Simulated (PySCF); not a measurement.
Simulated C 1s region for `C=CN1CC1` (1-ethenylaziridine), binding energy against the vacuum level.

Every computed line was given a Gaussian of 0.8 eV full width at half maximum and an area set by the number of equivalent atoms; the highest printed point is 100. Level of theory: delta-SCF UKS SCAN, pcX-2 on the ionised atom, pcseg-1 elsewhere, spin-free X2C in PySCF 2.14.0.

| binding energy (eV) | intensity |
| --- | --- |
| 288.5 | 0 |
| 288.6 | 0 |
| 288.7 | 1 |
| 288.8 | 2 |
| 288.9 | 4 |
| 289.0 | 8 |
| 289.1 | 12 |
| 289.2 | 18 |
| 289.3 | 25 |
| 289.4 | 32 |
| 289.5 | 36 |
| 289.6 | 39 |
| 289.7 | 37 |
| 289.8 | 33 |
| 289.9 | 27 |
| 290.0 | 20 |
| 290.1 | 14 |
| 290.2 | 9 |
| 290.3 | 6 |
| 290.4 | 5 |
| 290.5 | 6 |
| 290.6 | 9 |
| 290.7 | 14 |
| 290.8 | 22 |
| 290.9 | 33 |
| 291.0 | 46 |
| 291.1 | 60 |
| 291.2 | 74 |
| 291.3 | 87 |
| 291.4 | 96 |
| 291.5 | 100 |
| 291.6 | 98 |
| 291.7 | 90 |
| 291.8 | 77 |
| 291.9 | 61 |
| 292.0 | 45 |
| 292.1 | 30 |
| 292.2 | 19 |
| 292.3 | 11 |
| 292.4 | 6 |
| 292.5 | 3 |
| 292.6 | 1 |
| 292.7 | 1 |
| 292.8 | 0 |

How many maxima does the curve show, and how many computed lines lie under it?

The curve has 2 maxima (at 289.6 and 291.5 eV). Under it lie 3 lines from 3 inequivalent carbon sites. At this width some lines have no maximum of their own.

Decompose the envelope and assign each component. Numbering: `[CH2:1]=[CH:2][N:3]1[CH2:4][CH2:5]1`.

```tsv
position (eV)	relative area	line	atoms	environment
289.61	1	C 1s	C1	terminal =CH2 carbon
291.22	1	C 1s	C2	vinylic carbon bearing nitrogen
291.62	2	C 1s	C4/C5	sp3 carbon bound to nitrogen
```

The listed C 1s values span 2.01 eV, from C1 (bonded to C (double bond) and 2 H) to C4/C5 (bonded to N, C and 2 H). Summing the Pauling electronegativity differences to the bonded atoms, each weighted by its formal bond order, gives -0.70 for the lowest site and -0.21 for the highest; the largest sum, +0.14, belongs to C2, 0.40 eV below the top.

No satellites, vibrations or lifetime broadening are included. One atom of each set of topologically equivalent atoms was ionised and stands for the set; in this conformer not all members are related by symmetry, and their own values weren't computed. Spin contamination (⟨S²⟩ against 0.75 for a pure doublet) is marked for C 1s of C2 (0.85), which makes this value less certain. Geometry: PBE0-D3(BJ)/def2-SVP, one conformer, isolated molecule.

The values belong to the conformer `[CH2:1]=[CH:2][N:3]1[CH2:4][CH2:5]1`: C1–C2–N3–C4 -39°.
